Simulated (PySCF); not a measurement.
Molfile (atoms numbered from 1):
```
C5H10S
     RDKit          3D

 16 16  0  0  0  0  0  0  0  0999 V2000
   -1.6386   -1.0689    0.1393 C   0  0  0  0  0  0  0  0  0  0  0  0
   -0.1869   -0.7057   -0.0998 C   0  0  2  0  0  0  0  0  0  0  0  0
    0.6862   -0.3938    1.1315 C   0  0  0  0  0  0  0  0  0  0  0  0
    1.2168    0.8608    0.4213 C   0  0  0  0  0  0  0  0  0  0  0  0
    0.0955    0.7142   -0.6150 C   0  0  1  0  0  0  0  0  0  0  0  0
    0.5642    0.8141   -2.3784 S   0  0  0  0  0  0  0  0  0  0  0  0
   -2.1191   -0.3258    0.7729 H   0  0  0  0  0  0  0  0  0  0  0  0
   -2.1751   -1.1182   -0.8059 H   0  0  0  0  0  0  0  0  0  0  0  0
   -1.7100   -2.0382    0.6278 H   0  0  0  0  0  0  0  0  0  0  0  0
    0.2829   -1.4508   -0.7447 H   0  0  0  0  0  0  0  0  0  0  0  0
    1.4263   -1.1444    1.3972 H   0  0  0  0  0  0  0  0  0  0  0  0
    0.0873   -0.1561    2.0082 H   0  0  0  0  0  0  0  0  0  0  0  0
    2.2022    0.7104   -0.0148 H   0  0  0  0  0  0  0  0  0  0  0  0
    1.2165    1.7861    0.9945 H   0  0  0  0  0  0  0  0  0  0  0  0
   -0.7384    1.3979   -0.4577 H   0  0  0  0  0  0  0  0  0  0  0  0
    0.7826    2.1273   -2.3878 H   0  0  0  0  0  0  0  0  0  0  0  0
  1  2  1  0
  2  3  1  0
  3  4  1  0
  4  5  1  0
  5  6  1  0
  5  2  1  0
  1  7  1  0
  1  8  1  0
  1  9  1  0
  2 10  1  6
  3 11  1  0
  3 12  1  0
  4 13  1  0
  4 14  1  0
  5 15  1  1
  6 16  1  0
M  END
```

Geometry: GFN2-xTB; GIAO absolute shieldings from PySCF 2.14, gas phase, non-relativistic, averaged over equivalent atoms.

At HCTH407/6-31G* (108 basis functions, 22 s wall time on 1 thread of an Intel Xeon Platinum 8488C, shared host):
```csv
atoms,σ (ppm)
C5,147.0
C2,153.6
C4,159.0
C3,165.4
C1,169.2
S6,555.2
H15,29.01
H10,29.94
H14,30.12
H11,30.15
H13,30.31
H12,30.82
H16,30.85
H7/H8/H9,31.23
```

Q: What do these become at LDA/6-31G*?

A: 
| atoms | σ at LDA/6-31G* | change |
| --- | --- | --- |
| C5 | 148.9 | +1.9 |
| C2 | 156.3 | +2.7 |
| C4 | 161.9 | +2.9 |
| C3 | 168.7 | +3.3 |
| C1 | 171.7 | +2.5 |
| S6 | 557.4 | +2.2 |
| H15 | 28.35 | -0.66 |
| H10 | 29.29 | -0.65 |
| H14 | 29.53 | -0.59 |
| H11 | 29.56 | -0.59 |
| H13 | 29.81 | -0.50 |
| H12 | 30.30 | -0.52 |
| H16 | 30.17 | -0.68 |
| H7/H8/H9 | 30.72 | -0.51 |

The largest change is at C3 (sp3 CH2 in a ring). Cost: 108 basis functions, 14 s wall time on 1 thread of an Intel Xeon Platinum 8488C, shared host. The order of the carbon signals is the same at both levels.
